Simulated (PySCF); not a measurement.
Computed with ωB97X-D3(BJ)/def2-TZVP // PBE0-D3(BJ)/def2-TZVP (PySCF). Isolated molecules, 0 K electronic values unless said otherwise. One relaxed conformer stands for a flexible species; it need not be the lowest. Excitations are Tamm–Dancoff values on a coarser integration grid. The basis has no diffuse functions, so Rydberg states are missing or too high.

Reference species (SMILES): `[F][Al]([F])[F]` (neutral, multiplicity 1).

```json
{
 "HOMO": "-14.36 eV",
 "T1 excitation (TDA)": "8.58 eV",
 "HOMO–LUMO gap": "14.84 eV"
}
```

Changed species: `[OH][Al]([OH])[F]` (H–O–Al–F torsion 180°, F–Al–O–H torsion 0°) (2 of 3 F replaced by OH; the reference has 0 of 3 F replaced by OH).

Problem. What does the change do to the HOMO, T1 excitation (TDA) and HOMO–LUMO gap?

Solution. the HOMO rises by 2.37 eV, to -11.99 eV; the T1 excitation (TDA) drops by 1.53 eV, to 7.05 eV; the HOMO–LUMO gap falls by 1.67 eV, to 13.17 eV.
